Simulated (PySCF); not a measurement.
Compound: P2F4.
Numbering: `[F:1][P:2]([F:3])[P:4]([F:5])[F:6]`

All values: wB97X-D/pcSseg-2 (PySCF, non-relativistic), on one gas-phase PBE0-D3(BJ)/def2-TZVP geometry that isn't relaxed in the solvent. The solvent is an IEF-PCM continuum (Bondi radii, 1.10 Å for H, scaled by 1.2). Only the electrostatic response of the medium enters.

Gas phase at wB97X-D/pcSseg-2: HOMO -9.08 eV, LUMO 0.07 eV, dipole 0.03 D.

Question: What does the continuum do to the energy, the frontier levels and the dipole at wB97X-D/pcSseg-2 in chloroform?

Answer: 
| solvent | ε | E(solvent) − E(gas) (kcal/mol) | polarisation term (kcal/mol) | distortion of the solute (kcal/mol) | HOMO (eV) | LUMO (eV) | dipole (D) |
| --- | --- | --- | --- | --- | --- | --- | --- |
| chloroform | 4.711 | -2.22 | -2.31 | 0.09 | -8.85 | 0.33 | 0.03 |

The first energy column is the sum of the next two and covers electrostatics alone. Charge and dipole vanish, so a point-dipole model would give no lowering at all.

The run took 16 s wall on an AMD EPYC 9R45 with one thread (shared host), and the process peaked at 1.2 GiB of memory. This is the whole shielding run at wB97X-D/pcSseg-2 in chloroform, SCF included.

Conformer computed: `[F:1][P:2]([F:3])[P:4]([F:5])[F:6]`: F1–P2–P4–F5 179°.

Note: wB97X-D ran without an empirical dispersion term, which enters the total energy and its gradient alone.
